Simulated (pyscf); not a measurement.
Optimised with ωB97X-D3(BJ)/def2-SVP in PySCF. Correlated levels are frozen-core, on RHF or UHF. ΔMP2 is the change of the MP2 total energy from the triple- to the quadruple-zeta basis.

SMILES: [SiH2](Cl)F
```xyz
5

F      0.8251     1.8019    -0.6916
Si     0.2289     0.3057    -0.5339
Cl     0.3864    -0.2536     1.4299
H     -1.1996     0.3315    -0.9146
H      1.0421    -0.6106    -1.3620
```
Charge 0, spin multiplicity 1.

Task: List the bond dissociation enthalpies at 298 K of F–SiH₂–Cl (SMILES F[SiH2]Cl) from CCSD(T)/def2-TZVPP + ΔMP2(QZVPP), from the weakest bond up.

Result: H–Si to F–SiH•–Cl + H•: 4.10 eV; Cl–Si to F–SiH₂• + Cl•: 4.96 eV; F–Si to F• + •H₂Si–Cl: 6.67 eV. Ring and multiple bonds, and those that leave no two simple radicals, are not listed. The CCSD(T) − MP2 part came from Ansatz, without density fitting, on the same reference. Left out: the spin-orbit lowering of Cl, F.
